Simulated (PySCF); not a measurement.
C2H3, charge +1, multiplicity 1. Atoms are numbered in the order given.

```xyz
5

C      0.0000     0.0000     0.6763
C      0.0000     0.0000    -0.5802
H      0.0000     0.0000     1.7663
H      0.0000    -0.9416    -1.1712
H      0.0000     0.9416    -1.1712
```
Charge +1, spin multiplicity 1.

Coordinates come from a PBE-D3(BJ)/def2-TZVP optimisation. The multiplicity is an assumed one; other spin states were not compared. The isomer is the one that the SMILES or the coordinates give; other isomers of the formula were not compared.

Level of theory: PBE-D3(BJ)/def2-TZVP (PySCF).

Frequencies are harmonic and unscaled.

Computed harmonic wavenumbers and intensities:
```json
[
 {"mode": "1", "ν (cm⁻¹)": "220", "IR (km/mol)": "48.0", "moving atoms (share of kinetic energy)": "H 87 %, C 13 %"},
 {"mode": "2", "ν (cm⁻¹)": "637", "IR (km/mol)": "36.0", "moving atoms (share of kinetic energy)": "H 70 %, C 30 %"},
 {"mode": "3", "ν (cm⁻¹)": "782", "IR (km/mol)": "129.5", "moving atoms (share of kinetic energy)": "H 80 %, C 20 %"},
 {"mode": "4", "ν (cm⁻¹)": "1039", "IR (km/mol)": "2.1", "moving atoms (share of kinetic energy)": "H 66 %, C 34 %"},
 {"mode": "5", "ν (cm⁻¹)": "1107", "IR (km/mol)": "103.6", "moving atoms (share of kinetic energy)": "H 95 %"},
 {"mode": "6", "ν (cm⁻¹)": "1761", "IR (km/mol)": "54.3", "moving atoms (share of kinetic energy)": "C 87 %, H 13 %"},
 {"mode": "7", "ν (cm⁻¹)": "2930", "IR (km/mol)": "313.6", "moving atoms (share of kinetic energy)": "H 94 %"},
 {"mode": "8", "ν (cm⁻¹)": "2964", "IR (km/mol)": "233.9", "moving atoms (share of kinetic energy)": "H 91 %, C 9 %"},
 {"mode": "9", "ν (cm⁻¹)": "3223", "IR (km/mol)": "105.9", "moving atoms (share of kinetic energy)": "H 87 %, C 13 %"}
]
```
